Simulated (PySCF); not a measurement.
Species: SiO.
SMILES: `[O+]#[Si-]`

Linear response at PBE0/aug-cc-pVTZ (PySCF, frozen core in the response, non-relativistic). Isolated species at its PBE0-D3(BJ)/def2-TZVP geometry, gas phase.

Static isotropic polarisability: 29.52 au (4.37 Å³), principal values 27.4, 27.4, 33.7 au.

(1) What is the polarisability at 1064 nm and at the sodium D line?

(2) What is the isotropic C6 coefficient between two such molecules, C6 = (3/π)∫α(iω)² dω?

(3) Which effective excitation energy ω̄ makes London's formula C6 = (3/4)α²ω̄ exact here?

(4) What does −C6/R⁶ come to at R = 6 Å between centres?

(5) What three-body coefficient follows from the one-pole estimate C9 = (3/4)·α·C6?

(6) How anisotropic is the static polarisability, by Δα² = ½[(α1 − α2)² + (α2 − α3)² + (α3 − α1)²]?

(7) How many electrons N does the Slater–Kirkwood formula C6 = (3/4)·√N·α^(3/2) need to give this C6?

(8) What n − 1 at the D line would an ideal gas of it have at 273.15 K and 1 atm (2.6868 × 10¹⁹ cm⁻³), by n − 1 = 2π·N·α′?

(9) The lowest 10 singlets have (eV, f): 5.42, 0.000; 5.45, 0.067; 5.45, 0.067; 5.66, 0.000; 5.66, 0.000; 7.30, 0.002; 8.34, 0.031; 8.34, 0.031; 8.37, 0.447; 8.50, 0.090. What share of the static polarisability do they carry in the sum over states α = Σ f/ω²?

Answers

(1) 30.00 au at 1064 nm (+1.6 %), 31.18 au at 589.3 nm (+5.6 %). The rise at 589.3 nm is 3.47 times that at 1064 nm; a pure ω² law gives 3.26. The lowest singlet lies at 229 nm, shorter than both wavelengths.

(2) 261.2 au (Eh·bohr⁶) by a ten-point quadrature over imaginary frequencies, which is 156 eV·Å⁶ or 15.1 J·nm⁶/mol.

(3) ω̄ = 4·C6/(3α²) = 0.400 Eh = 10.9 eV. A one-pole form α(ω) = α/(1 − ω²/ω̄²) fitted to the 1064 nm value gives 9.2 eV.

(4) -320 J/mol. This is the leading, orientation-averaged term; C8 and higher terms are left out.

(5) 5780 au. This is an estimate from the two numbers above, not a computed integral.

(6) Δα = 6.3 au, or 0.21 of the isotropic value.

(7) N = (4·C6/3)²/α³ = 4.7; the species has 22 electrons in all.

(8) 7.80 × 10⁻⁴, a formal value whether or not that pressure can be reached.

(9) 9.67 au, 32.8 % of α; the largest term, 4.73 au, is that of the state at 8.37 eV. Their oscillator strengths add up to 0.73. Higher states carry the rest.
